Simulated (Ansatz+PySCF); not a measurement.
The numbers below are computed, except where a source is named.
This PySCF input gave a total energy of -55.95066 hartree.

```python
from pyscf import gto, scf

mol = gto.M(atom="""
N 0.000000 0.000000 -0.287870
H 0.000000 0.000000 2.015060
H 30.000000 0.000000 -0.570660
H 30.000000 0.000000 0.570660
""", basis='6-31g', charge=0, spin=2)
mf = scf.UHF(mol)
mf.init_guess = '1e'
mf.kernel()
while True:  # follow internal instabilities
    mo, _, stable, _ = mf.stability(return_status=True)
    if stable: break
    mf.kernel(mf.make_rdm1(mo, mf.mo_occ))
print(mf.converged, mf.e_tot, mf.spin_square()[0])
```

(1) Write an input for Ansatz with the same method and basis set.

## Answers

(1)

```yaml
crystal:
  periodic: [false, false, false]
  atoms:
    - { symbol: "N", position_ang: [0.0, 0.0, -0.28787] }
    - { symbol: H, position_ang: [0.0, 0.0, 2.01506] }
    - { symbol: H, position_ang: [30.0, 0.0, -0.57066] }
    - { symbol: H, position_ang: [30.0, 0.0, 0.57066] }
basis:
  gaussian: { orbitals: "6-31G" }
magnetization:
  spin_polarized: true
  initial_magnetization: 2
hamiltonian:
  xc: hf
```

Ansatz (development build ahead of 0.2.0) gave -55.95066 hartree, 0.00 meV from the first. Caution: the unrestricted determinant is a mixture of spin states.
